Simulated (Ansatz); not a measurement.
**Cost against result**

The pair of NH$_{4}$⁺ (SMILES [NH4+], atoms 1–5) and C$_{2}$H$_{6}$ (SMILES CC, atoms 6–13), both closed shells, in one local arrangement (a lower one may exist), relaxed at PBE0-D4/def2-TZVP:

```xyz
13
angstrom
N -0.0030 0.0786 -2.0020
H 0.7876 0.7142 -2.1259
H 0.0480 -0.6668 -2.6994
H -0.8751 0.5976 -2.1228
H 0.0272 -0.3297 -1.0501
C -0.0566 0.6861 1.4489
C 0.0593 -0.7699 1.0278
H -0.1076 1.3818 0.6029
H -0.9549 0.8490 2.0451
H 0.8009 0.9866 2.0518
H 0.1090 -1.4322 1.8935
H 0.9825 -0.9768 0.4674
H -0.8171 -1.1187 0.4627
```

Interaction energies are counterpoise-corrected; the time is that of the whole pair.

Program: Ansatz 0.2.0. Basis: as named in each row. Cores are frozen in the correlated methods. B3LYP uses VWN-RPA correlation. Extrapolation: Hartree–Fock as exp(−7.88 √X), correlation as X^−2.97.

Times are rough, for one single point on 4 threads of a shared host (Arm Neoverse V2).

The estimate by CCSD(T) at an estimated basis limit (MP2 extrapolated from triple and quadruple zeta, plus CCSD(T) − MP2 in triple zeta) is -6.91 kcal/mol.

| method | basis | time (s) | interaction energy (kcal/mol) | method less estimate |
| --- | --- | --- | --- | --- |
| HF | STO-3G | under 1 | -0.72 | 6.19 |
| PBE-D4 | STO-3G | under 1 | -5.83 | 1.08 |
| SPW92 | def2-SVP | under 1 | -9.82 | -2.92 |
| B3LYP-D4 | 6-31G | under 1 | -5.98 | 0.93 |
| PBE-D4 | def2-SVP | under 1 | -7.18 | -0.27 |
| PBE0-D4 | def2-SVP | under 1 | -6.59 | 0.32 |
| revPBE-D4 | def2-TZVPPD | 2 | -6.68 | 0.22 |
| PBE-D4 | def2-TZVPPD | 2 | -7.88 | -0.97 |
| CCSD(T) | def2-SVP | 2 | -3.98 | 2.92 |
| BLYP-D4 | def2-TZVPPD | 2 | -6.76 | 0.15 |
| PBE0-D4 | def2-TZVPPD | 2 | -7.49 | -0.58 |
| HSE06-D4 | def2-TZVPPD | 2 | -7.47 | -0.57 |
| B3LYP-D4 | def2-TZVPPD | 2 | -6.86 | 0.05 |
| wB97M-V | def2-SVP | 2 | -6.27 | 0.64 |
| r2SCAN-D4 | def2-TZVPPD | 3 | -7.43 | -0.52 |
| B2PLYP | def2-TZVPPD | 5 | -6.08 | 0.83 |
| wB97X-V | def2-TZVPPD | 6 | -6.90 | 0.01 |
| B97M-V | def2-TZVPPD | 7 | -7.04 | -0.13 |
| wB97M-V | def2-TZVPPD | 7 | -7.07 | -0.16 |
| MP2 | def2-QZVPPD | 27 | -6.84 | 0.07 |
| CCSD(T) | def2-TZVPPD | 130 | -6.49 | 0.42 |

T1 diagnostic: at most 0.008.
